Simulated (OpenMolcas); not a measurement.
# One shape, several levels: AlH3 (SMILES [AlH3])

Wanted: a comparison of 6 runs (UHF/pcseg-0, PBE0/pcseg-0, UPBE/pcseg-0, r2SCAN/pcseg-0, MP2/pcseg-0, CCSD(T)/pcseg-0) of AlH3. 

The results are computed with OpenMolcas 26.06.

**1. The system as given**

AlH3: 4 atoms, total charge 0, spin state singlet. As SMILES, `[AlH3]`. The Al1–H3 distance was set to 2.775 Å, away from the relaxed value. At this shape a bond of the SMILES string is far longer than usual.

Bond lengths: Al1–H2 1.586 Å, Al1–H4 1.586 Å. Angles: H2–Al1–H4 120.0°.

**2. The energy at UHF/pcseg-0 (run 1)**

File job.input:

```
>>> EXPORT MOLCAS_PRINT=2

&gateway
 baslib=$CurrDir
 coord
 4
 bohr
 Al     1.94565068     1.13026787    -0.16582725
 H      3.11633601     2.42605308     2.26946281
 H     -2.53374479    -1.57225214     0.19861022
 H      3.33592219     1.37687713    -2.80917615
 basis=pcseg-0
 group=NoSym

&seward

&scf
 uhf
 thresholds=1e-10 1e-07 1e-07 1e-05
 scramble=0.25
 prorbitals=1 1
```

The basis set pcseg-0 is read from a file made from the Basis Set Exchange's data (not shown).

Launch:

```console
export MOLCAS_MEM=1860
pymolcas job.input > job.log
```

Log:

```text
--- Start Module: gateway ---
[...]
--- Stop Module: gateway /rc=_RC_ALL_IS_WELL_ ---
--- Start Module: seward ---
[...]
      Basis functions           19
--- Stop Module: seward /rc=_RC_ALL_IS_WELL_ ---
--- Start Module: scf ---
[...]
       Convergence after  23 Iterations
[...]
::    Total SCF energy                               -243.2132585959
[...]
      Total spin, S                                     0.4538007818
[...]
      Total electronic charge=   16.000000
      Total            charge=   -0.000000
[...]
      Dipole Moment (debye):
      Origin of the operator (angstrom)=    0.9955    0.5775   -0.0850
                   X=  1.5081E-01               Y=  9.2515E-02               Z= -1.2363E-02           Total=  1.7736E-01
      Quadrupole Moment (debye*angstrom):
[...]
--- Stop Module: scf /rc=_RC_ALL_IS_WELL_ ---
[...]
```

It took 1.9 s on 1 thread of Arm Neoverse V1, shared host; peak memory 0.37 GiB.

**3. The energy at PBE0/pcseg-0 (run 2)**

File job.inp:

```
* AlH3 Kohn-Sham DFT

&gateway
  baslib = $CurrDir
  coord
  4
  bohr
  Al     1.94565068     1.13026787    -0.16582725
  H      3.11633601     2.42605308     2.26946281
  H     -2.53374479    -1.57225214     0.19861022
  H      3.33592219     1.37687713    -2.80917615
  basis = pcseg-0
  group = NoSym

&seward
  gridinput
  Grid=UltraFine
  End of Grid

&scf
  ksdft = PBE0
  thresholds = 1e-10 1e-07 1e-07 1e-05
  prorbitals = 1 1
```

The basis set pcseg-0 is read from a file made from the Basis Set Exchange's data (not shown).

Launch:

```console
export MOLCAS_MEM=1860
pymolcas job.inp > job.log
```

Log:

```text
--- Start Module: gateway ---
[...]
--- Stop Module: gateway /rc=_RC_ALL_IS_WELL_ ---
--- Start Module: seward ---
[...]
      Basis functions           19
--- Stop Module: seward /rc=_RC_ALL_IS_WELL_ ---
--- Start Module: scf ---
[...]
       Convergence after  10 Iterations
[...]
::    Total KS-DFT energy                            -243.6736718554
[...]
      Total spin, S                                     0.0000000000
[...]
      Total electronic charge=   16.000000
      Total            charge=   -0.000000
[...]
      Dipole Moment (debye):
      Origin of the operator (angstrom)=    0.9955    0.5775   -0.0850
                   X=  1.6635E+00               Y=  1.0054E+00               Z= -1.3550E-01           Total=  1.9485E+00
      Quadrupole Moment (debye*angstrom):
[...]
--- Stop Module: scf /rc=_RC_ALL_IS_WELL_ ---
[...]
```

Wall time 3.6 s (1 thread of Arm Neoverse V1, shared host); peak memory 0.37 GiB.

Run 3 isn't shown in full; the table further down has it.

**4. A single-point energy at r2SCAN/pcseg-0 (run 4)**

File job.inp:

```
* AlH3 Kohn-Sham DFT

&GATEWAY
  BasLib
  $CurrDir
  Coord
  4
  bohr
  Al     1.94565068     1.13026787    -0.16582725
  H      3.11633601     2.42605308     2.26946281
  H     -2.53374479    -1.57225214     0.19861022
  H      3.33592219     1.37687713    -2.80917615
  Basis
  pcseg-0
  Group
  NoSym

&SEWARD
  GridInput
  Grid=UltraFine
  End of Grid

&SCF
  KSDFT
  2
  1.0 MGGA_X_R2SCAN
  1.0 MGGA_C_R2SCAN
  Thresholds
  1e-10 1e-07 1e-07 1e-05
  PrOrbitals
  1 1
```

The basis set pcseg-0 is read from a file made from the Basis Set Exchange's data (not shown).

Launch:

```console
export MOLCAS_MEM=1860
pymolcas job.inp > job.log
```

Log:

```text
--- Start Module: gateway ---
[...]
--- Stop Module: gateway /rc=_RC_ALL_IS_WELL_ ---
--- Start Module: seward ---
[...]
      Basis functions           19
--- Stop Module: seward /rc=_RC_ALL_IS_WELL_ ---
--- Start Module: scf ---
[...]
       Convergence after  12 Iterations
[...]
::    Total KS-DFT energy                            -243.7648201648
[...]
      Total spin, S                                     0.0000000000
[...]
      Total electronic charge=   16.000000
      Total            charge=   -0.000000
[...]
      Dipole Moment (debye):
      Origin of the operator (angstrom)=    0.9955    0.5775   -0.0850
                   X=  1.6476E+00               Y=  9.9574E-01               Z= -1.3420E-01           Total=  1.9298E+00
      Quadrupole Moment (debye*angstrom):
[...]
--- Stop Module: scf /rc=_RC_ALL_IS_WELL_ ---
[...]
```

Run time: 4.8 s. Hardware: 1 thread of Arm Neoverse V1, shared host; peak memory 0.37 GiB.

Run 5 isn't shown in full; the table further down has it.

**5. A single-point energy at CCSD(T)/pcseg-0 (run 6)**

File job.input:

```
&GATEWAY
 BasLib=$CurrDir
 Coord
 4
 bohr
 Al     1.94565068     1.13026787    -0.16582725
 H      3.11633601     2.42605308     2.26946281
 H     -2.53374479    -1.57225214     0.19861022
 H      3.33592219     1.37687713    -2.80917615
 Basis=pcseg-0
 Group=NoSym

&SEWARD

&SCF
 Thresholds=1e-10 1e-07 1e-07 1e-05
 PrOrbitals=1 1

&RASSCF
 FileOrb=$Project.ScfOrb
 Spin=1
 Nactel=0 0 0
 Inactive=8
 Ras2=0
 OutOrbitals=Canonical
 OrbListing=Nothing

&MOTRA
 JobIph
 Frozen=5

&CCSDT
 CCT
 Triples=2
 Iterations=80
 Accuracy=1e-08
 Extrapolation=5 4
```

The basis set pcseg-0 is read from a file made from the Basis Set Exchange's data (not shown).

Launch:

```console
export MOLCAS_MEM=1860
pymolcas job.input > job.log
```

Log:

```text
--- Start Module: gateway ---
[...]
--- Stop Module: gateway /rc=_RC_ALL_IS_WELL_ ---
[...]
      Basis functions           19
[...]
       Convergence after   9 Iterations
[...]
::    Total SCF energy                               -243.1947736711
[...]
      Total spin, S                                     0.0000000000
[...]
      Number of active orbitals                  0
[...]
      Spin quantum number                      0.0
[...]
      Active orbitals                            0
[...]
      Number of CSFs                             1
[...]
      Number of root(s) required                 1
[...]
      Convergence after  4 iterations
[...]
      Natural orbitals and occupation numbers for root  1
      ************************************************************************************************************************
      *                                                    Final results                                                     *
      ************************************************************************************************************************
[...]
::    RASSCF root number  1 Total energy:   -243.19477367
[...]
      Total electronic charge=   16.000000
      Total            charge=   -0.000000
[...]
      Dipole Moment (debye):
      Origin of the operator (angstrom)=    0.9955    0.5775   -0.0850
                   X=  2.0729E+00               Y=  1.2530E+00               Z= -1.6888E-01           Total=  2.4280E+00
      Quadrupole Moment (debye*angstrom):
[...]
--- Start Module: motra ---
[...]
      *** WARNING: Default frozen orbitals is overwritten by user input.
      *** Default values:   2
[...]
--- Stop Module: motra /rc=_RC_ALL_IS_WELL_ ---
--- Start Module: ccsdt ---
[...]
      Convergence after                    16  Iterations
      Total energy (diff) :    -243.27955736      -0.00000001
[...]
 METHOD                       : CCSD+T(CCSD)+<T3(1)WT1> = CCSD(T)
[...]
       CCSD     =      -243.2795573593507
[...]
--- Stop Module: ccsdt /rc=_RC_ALL_IS_WELL_ ---
[...]
```

Run time: 2.1 s. Hardware: 1 thread of Arm Neoverse V1, shared host; peak memory 0.37 GiB.

**6. All runs side by side**

```
run            level  scramble  integration grid  energy (Eh)  dipole moment (D) of the reference  HOMO energy (eV)  LUMO energy (eV)  wall time
  1      UHF/pcseg-0      0.25                 –  -243.213259                                0.18             -8.29              0.38      1.9 s
  2     PBE0/pcseg-0         –         UltraFine  -243.673672                                1.95             -6.78             -2.45      3.6 s
  3     UPBE/pcseg-0      0.25         UltraFine  -243.662957                                1.84             -5.84             -3.16      6.6 s
  4   r2SCAN/pcseg-0         –         UltraFine  -243.764820                                1.93             -6.10             -2.95      4.8 s
  5      MP2/pcseg-0         –                 –  -243.247802                                2.43             -8.79              0.28      1.6 s
  6  CCSD(T)/pcseg-0         –                 –  -243.281369                                2.43             -8.79              0.28      2.1 s
```

**7. Outcome**

| quantity | value |
| --- | --- |
| run 6: total energy | -243.28137 Eh |
| run 6: dipole moment (mean-field density) | 2.43 D |
| run 6: HOMO energy (Hartree–Fock orbitals) | -8.79 eV |
| run 6: LUMO energy (Hartree–Fock orbitals) | 0.28 eV |
| run 6: HOMO–LUMO gap (Hartree–Fock orbitals) | 9.07 eV |
| run 6: correlation energy (5 core orbitals frozen) | -86.6 mEh |
| run 6: (T) correction | -1.81 mEh |

Below the UHF energy at the same shape and in the same basis (pcseg-0): MP2 -34.5 mEh; CCSD(T) -68.1 mEh. Some of these start from another determinant than that one, so these aren't their correlation energies. Over runs 1, 2, 3, 4 the dipole moment (its size) runs from 0.18 D (UHF/pcseg-0) to 1.95 D (PBE0/pcseg-0). Over runs 1, 2, 3, 4 the HOMO–LUMO gap runs from 2.68 eV (UPBE/pcseg-0) to 8.66 eV (UHF/pcseg-0). Totals of different functionals can't be ranked against each other. Spin contamination of the reference: run 1 ⟨S²⟩ = 0.66. Where it is this large, the reference is a mixture of spin states, and values that rest on it are in doubt. All runs together took 21 s, the longest 6.6 s.
